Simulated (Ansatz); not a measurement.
Anatase TiO2 (metastable phase) was calculated with revPBE (Ansatz, a first-principles code, PAW).

Numerical settings: plane-wave cutoff 520 eV, 12×12×12 k mesh, Fermi–Dirac smearing 0.01 eV, no spin polarisation, scalar-relativistic PAW data made under PBE.

Computed at the level's own relaxed cell.

### Question
Predict the lattice parameter c, bulk modulus B0 and Γ–Γ gap.

### Answer

- lattice parameter c = 9.776 Å
- bulk modulus B0 = 167 GPa
- Γ–Γ gap = 2.53 eV

Measured, for comparison: lattice parameter c 9.514 Å (room temperature, no zero-point or thermal correction; as tabulated in Horn, Schwerdtfeger, Meagher, Refinement of the structure of anatase at several …). Computed (rounded) less measured: lattice parameter c +2.8 %.

Note: the bulk modulus comes from volumes at which shape and atoms were relaxed.
